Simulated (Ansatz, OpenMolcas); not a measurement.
## CH5FSi (SMILES C[SiH2]F): methods side by side

CH5FSi: 8 atoms, total charge 0, spin state singlet. As SMILES, `C[SiH2]F`. The coordinates come from a PBE0-D4/def2-TZVP relaxation.

Quantity: the vertical energy of the triplet above the singlet, in eV. The values are calculated.

| level | kind | program | value (eV) | CPU time (all runs) |
| --- | --- | --- | --- | --- |
| HF/6-311+G** | Hartree–Fock | OpenMolcas | 8.23 | 33 s |
| PBE/6-311+G** | GGA | Ansatz | 7.14 | 25 s |
| revPBE/6-311+G** | GGA | OpenMolcas | 7.19 | 3.4 min |
| BHLYP/6-311+G** | global hybrid | Ansatz | 8.19 | 42 s |
| M06-2X/6-311+G** | hybrid meta-GGA | OpenMolcas | ? | 4.1 min |
| PBE0/6-311+G** | global hybrid | OpenMolcas | ? | 2.4 min |
| RPA@PBE0/6-311+G** | RPA | Ansatz | 8.17 | 54 s |
| CCSD(T)/6-311+G** | coupled cluster or CI | Ansatz | 8.34 | 1.9 min |

Question: Estimate the missing values from the other rows.

Answer: As computed at these levels: M06-2X/6-311+G**: 8.10 eV; PBE0/6-311+G**: 7.64 eV. The values span 7.14 to 8.34 eV. The coupled-cluster rows rest on a doubtful reference here (large T1 or Brueckner and Hartree–Fock orbitals at odds), and rows may lie in different states. CPU times are rough (shared hosts, several kinds of processor): they show what a rung costs within a factor of a few.
